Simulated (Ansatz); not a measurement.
**Worked example: HF⁺, doublet against HF, singlet**

Geometry (PBE0/def2-TZVP stationary point of a singlet), kept for both states (HF, singlet: Σ⁺; HF⁺, doublet: Π):

```yaml
atoms:
  - { symbol: F, position_ang: [0.0000, 0.0000, 0.0000] }
  - { symbol: H, position_ang: [0.0000, 0.0000, 0.9200] }
```

Basis cc-pVTZ; Ansatz 0.2.0. Correlated methods freeze the noble-gas cores. Prefix R: restricted or restricted open-shell reference; prefix U: unrestricted.

Full CI isn't at hand for all of this; UCCSDT(Q) serves as the reference, and is uncertain by about the last step of the cluster series.

| level | E(HF, singlet) (hartree) | E(HF⁺, doublet) (hartree) |
| --- | --- | --- |
| UHF | -100.057862 | -99.533669 |
| UMP2 | -100.329781 | -99.735574 |
| UCCSD(T) | -100.338347 | -99.752272 |
| PBE | -100.383709 | -99.791076 |
| wB97M-V | -100.450902 | -99.864761 |
| UCCSDT(Q) | -100.338621 | -99.752565 |

Give the vertical gap, HF⁺ doublet less HF singlet, at each level in eV (1 hartree = 27.2114 eV), and each error against UCCSDT(Q).

UCCSDT(Q): (-99.752565 − (-100.338621)) × 27.2114 = 15.947 eV (the reference)
wB97M-V: (-99.864761 − (-100.450902)) × 27.2114 = 15.950 eV, error 0.003 eV
PBE: (-99.791076 − (-100.383709)) × 27.2114 = 16.126 eV, error 0.179 eV
UCCSD(T): (-99.752272 − (-100.338347)) × 27.2114 = 15.948 eV, error 0.001 eV
UMP2: (-99.735574 − (-100.329781)) × 27.2114 = 16.169 eV, error 0.222 eV
UHF: (-99.533669 − (-100.057862)) × 27.2114 = 14.264 eV, error -1.683 eV

Total energies of functionals can't be set beside those of wave-function methods, since they hold the core's correlation and their own absolute errors; only the differences compare.

The reference still carries a basis error, for a change of charge of the order of 0.1 eV, so smaller errors of functionals can't be ranked.

Each level lands on the state that its own search finds. T1 diagnostics of restricted CCSD: 0.007 and 0.011.
